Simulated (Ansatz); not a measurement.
The input, for Ansatz 0.2.0:

```yaml
crystal:
  periodic: [false, false, false]
  atoms:
    - {symbol: As, position_ang: [0.000000, 0.033685, 1.342836]}
    - {symbol: Se, position_ang: [0.000000, -0.036157, -1.313151]}
    - {symbol: H, position_ang: [0.000000, 0.365459, 2.863701]}
    - {symbol: H, position_ang: [0.000000, -1.468395, 1.523770]}
    - {symbol: H, position_ang: [0.000000, 1.431545, -1.332750]}
basis:
  gaussian: {orbitals: cc-pVDZ}
total_charge: 1
magnetization: {spin_polarized: false, initial_magnetization: 1}
correlation: {method: mp2, electrons: valence}
```

```sh
$ ansatz run in.yaml --threads 1 --pin off --events-out ev --progress --plain --max-ram 2393MiB
```

(1) Roughly how long does this take on 1 thread of Intel Xeon, shared host, and how much host memory?

```
788 factors; integrals over basis functions are off by at most 1.2e-3 eV
mean field evaluation 1: about -126132.2714 eV, gradient 1.7e1 eV
mean field evaluation 2: about -126132.2736 eV, gradient 1.7e1 eV
mean field evaluation 4: about -126134.0488 eV, gradient 2.1e0 eV
mean field evaluation 8: about -126134.2007 eV, gradient 2.5e-1 eV
mean field evaluation 16: about -126129.8761 eV, gradient 2.4e0 eV
mean field evaluation 32: about -126134.7072 eV, gradient 1.6e-2 eV
mean field evaluation 64: about -126134.2025 eV, gradient 3.0e-6 eV
mean field evaluation 96: about -126133.1465 eV, gradient 3.8e-1 eV
mean field -126134.70715224 eV, -4635.3649906694 hartree, gradient 1.6e-6 eV, S^2 0.750000; 10 other end points of the search recorded, 0 dependent functions left out
unrestricted determinant -126135.03238129 eV, -4635.3769426168 hartree, S^2 1.6936
18 core orbitals not correlated: weight in the atoms' cores, before any rotation towards them, 1.000 or more for the frozen orbitals, at most 0.000 for the correlated occupied ones
reference -126134.70715224 eV, -4635.3649906694 hartree; 17, 16 occupied and 34, 35 virtual orbitals, 788 factors
second order -6.68053762 eV of doubles, -0.07500803 eV of singles
Total energy: -126141.46269788 eV, -4635.6132523928 hartree
```

Results:

(1) 38 s wall and 0.3 GiB.
